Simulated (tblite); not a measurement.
# C2H8FOP: the cost of one run

Programs: tblite 0.8.0 and PySCF 2.14.0. All values are calculated, for the isolated system unless a continuum is named. Atoms count from 0, parts from 1.

## Step 1: The system as given

13 atoms, charge 0, multiplicity 1; geometry: rigid parts in contact. Parts: 1 = atoms 0–3, `FP`, charge 0; 2 = atoms 4–12, `COC`, charge 0.

## Step 2: Search for minima with GFN2-xTB

Job settings and geometry (Å):

```
{"job": {"kind": "dock", "xc": "GFN2-xTB", "basis": "xTB"}, "charge": 0, "multiplicity": 1, "parts": [{"atoms": "0-3", "charge": 0, "multiplicity": 1}, {"atoms": "4-12", "charge": 0, "multiplicity": 1}]}
F      1.328944    -0.210192    -0.186444
P     -0.081384     0.012181     0.603822
H     -0.781544    -0.895828    -0.209892
H     -0.466016     1.093838    -0.207486
C      0.307796     2.927690     2.815587
O     -0.558973     2.239352     1.952567
C     -1.778137     1.901919     2.560451
H     -0.144044     3.862030     3.172866
H      0.575121     2.313379     3.685167
H      1.204601     3.154753     2.243211
H     -2.361755     1.365105     1.815727
H     -1.623291     1.258465     3.436069
H     -2.326588     2.798300     2.877706
```

Level: GFN2-xTB search for minima from random contacts, gas phase.

Command:

```bash
$ OMP_NUM_THREADS=1 python cluster_run.py task.json out
```

The driver reads the jobs from task.json and runs them one after another.

Q: Estimate the wall time of this first job on 1 thread of Arm Neoverse V1, shared host.

About 13 s.
